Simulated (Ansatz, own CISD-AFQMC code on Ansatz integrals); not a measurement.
C2H3N, SMILES `CC#N` (charge 0, multiplicity 1).

Cartesian coordinates (Å):
```xyz
6

C     -0.4870     0.0005    -0.0003
C      0.9620    -0.0010     0.0007
N      2.1110    -0.0021     0.0015
H     -0.8608     0.9061    -0.4803
H     -0.8627    -0.0363     1.0232
H     -0.8625    -0.8672    -0.5447
```
Charge 0, spin multiplicity 1.

Frozen-core correlation energies in cc-pVDZ at a geometry from PBE0-D3(BJ)/def2-TZVP, on an HF energy of -131.93811 Ha (<S^2> = 0.00). Wave-function levels are from Ansatz, the walk from an own CISD-AFQMC code on Ansatz integrals (time step 0.005/Ha, trial state from CCSD amplitudes, largest double 0.05).

```json
[
 {"level": "MP2", "correlation energy (mHa)": "-421.4"},
 {"level": "CCSD", "correlation energy (mHa)": "-443.4"},
 {"level": "CCSD(T)", "correlation energy (mHa)": "-459.7"},
 {"level": "CCSDT(Q)", "correlation energy (mHa)": "-461.7"}
]
```

Problem. What correlation energy does phaseless AFQMC give, and where does it lie among these levels?

Solution. -460.9 ± 0.4 mHa (one standard error). AFQMC minus each level: MP2 -39.5 mHa, CCSD -17.5 mHa, CCSD(T) -1.2 mHa, CCSDT(Q) +0.8 mHa.
